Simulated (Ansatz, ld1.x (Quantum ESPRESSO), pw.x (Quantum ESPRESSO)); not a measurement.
**pw.x on diamond Mn: one setting changed**

Potential: PAW, ld1.x (Quantum ESPRESSO) 7.5, LDA (PW92); core [Ne], reference 3s2 3p6 3d5 4s2 4p0; waves: 3s (bound): rcut 1.20, rcutus 1.45 bohr; 4s (bound): rcut 1.20, rcutus 1.45 bohr; 3p (bound): rcut 1.50, rcutus 1.95 bohr; 4p (bound, empty): rcut 1.50, rcutus 1.95 bohr; 3d (bound): rcut 1.40, rcutus 1.70 bohr; 3d channel at 0.4 Ry: rcut 1.40, rcutus 1.70 bohr; local part: all-electron potential smoothed inside 1.75 bohr (lloc = -1); core correction: Bessel-smoothed model core inside 1.05 bohr; augmentation: PSQ, radius 1.30 bohr.

The reference run (k-mesh 10³, cutoffs 75/600 Ry, Fermi–Dirac 0.01 Ry, mixing_beta 0.4, conv_thr 1e-9, no spin) gives 1.14 GPa at 14.086 Å³/atom, where all-electron LAPW gives 0.09 GPa. This run, with its own iteration cap, changes k-mesh points per axis to 3.

```
&control
  calculation='scf', prefix='x', pseudo_dir='./', outdir='./tmp', tstress=.true., disk_io='none'
/
&system
  ibrav=0, nat=2, ntyp=1, ecutwfc=75, ecutrho=600, nbnd=24,
  occupations='smearing', smearing='fd', degauss=0.01
/
&electrons
  conv_thr=1e-09, mixing_beta=0.4, electron_maxstep=60
/
ATOMIC_SPECIES
Mn 1.0 Mn.UPF
CELL_PARAMETERS angstrom
  0.00000000 2.41506725 2.41506725
  2.41506725 0.00000000 2.41506725
  2.41506725 2.41506725 0.00000000
ATOMIC_POSITIONS crystal
Mn 0.0000 0.0000 0.0000
Mn 0.2500 0.2500 0.2500
K_POINTS automatic
3 3 3 0 0 0
```

```bash
pw.x < Mn.scf.in > Mn.scf.out
```

Q: How does the run end?

A: It converges in 8 iterations; the free energy moves by +44.4 meV/atom and the pressure by -0.19 GPa.

```
Message from routine setup:
     using ibrav=0 with symmetry is DISCOURAGED, use correct ibrav instead
     lattice parameter (alat)  =       6.4542  a.u.
     unit-cell volume          =     190.1141 (a.u.)^3
     number of electrons       =        30.00
     number of Kohn-Sham states=           24
     kinetic-energy cutoff     =      75.0000  Ry
     charge density cutoff     =     600.0000  Ry
     scf convergence threshold =      1.0E-09
     Exchange-correlation= SLA  PW   NOGX NOGC
     number of k points=     4  Fermi-Dirac smearing, width (Ry)=  0.0100
     iteration #  1     ecut=    75.00 Ry     beta= 0.40
     total energy              =    -564.24724148 Ry
     estimated scf accuracy    <       0.07980182 Ry
     iteration #  2     ecut=    75.00 Ry     beta= 0.40
     total energy              =    -564.24757813 Ry
     estimated scf accuracy    <       0.02325902 Ry
     iteration #  3     ecut=    75.00 Ry     beta= 0.40
     total energy              =    -564.24708980 Ry
     estimated scf accuracy    <       0.00539566 Ry
     iteration #  4     ecut=    75.00 Ry     beta= 0.40
     total energy              =    -564.24775868 Ry
     estimated scf accuracy    <       0.00004649 Ry
     iteration #  5     ecut=    75.00 Ry     beta= 0.40
     total energy              =    -564.24777360 Ry
     estimated scf accuracy    <       0.00001600 Ry
     iteration #  6     ecut=    75.00 Ry     beta= 0.40
     total energy              =    -564.24777560 Ry
     estimated scf accuracy    <       0.00000040 Ry
     iteration #  7     ecut=    75.00 Ry     beta= 0.40
     total energy              =    -564.24777566 Ry
     estimated scf accuracy    <       0.00000002 Ry
     iteration #  8     ecut=    75.00 Ry     beta= 0.40
     the Fermi energy is    13.8797 ev
!    total energy              =    -564.24777567 Ry
     estimated scf accuracy    <          7.4E-10 Ry
     smearing contrib. (-TS)   =      -0.01434870 Ry
     The total energy is F=E-TS. E is the sum of the following terms:
     one-electron contribution =    -228.69994968 Ry
     hartree contribution      =     133.26032385 Ry
     xc contribution           =     -45.95168856 Ry
     ewald contribution        =    -265.57373177 Ry
     one-center paw contrib.   =    -157.26838080 Ry
     convergence has been achieved in   8 iterations
          total   stress  (Ry/bohr**3)                   (kbar)     P=        9.57
     Message from routine punch:
     Nothing written, as per user request (disk_io='none')
```

The run took about 6.7 s on one core of a shared host (Neoverse-V2, 32 threads, 247 GiB, load 16).
